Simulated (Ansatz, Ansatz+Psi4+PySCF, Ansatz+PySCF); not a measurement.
```xyz
4

O    -0.3004    0.0000   -1.6396
O     0.9013    0.0000   -1.6396
H    -0.3004   -0.3714    1.6396
H    -0.3004    0.3714    1.6396
```

Basis set: cc-pVTZ (spherical functions). Frozen core: 2 orbitals. Correlation on ROHF uses semicanonical orbitals with singles. Charge 0, multiplicity 3.

Computed with Ansatz (development build ahead of 0.2.0); each method stands on the lowest determinant of its kind that the runs found.

The atomization energy at this shape (free ground-state atoms in the same class of orbitals less the molecule, no zero-point energy) of triplet H₂O₂ in separate pieces:

```json
{"method": "ROHF-MP2", "atomization energy": "10.18 eV"}
{"method": "UHF-MP2", "atomization energy": "9.93 eV"}
{"method": "ROHF", "atomization energy": "4.78 eV"}
```

(1) What does UHF-CCSD(T) give?

Answers

(1) 9.63 eV. Caution for ROHF-MP2, ROHF: an unrestricted determinant lies well below. Caution for ROHF-MP2: another reference gives a lower total.
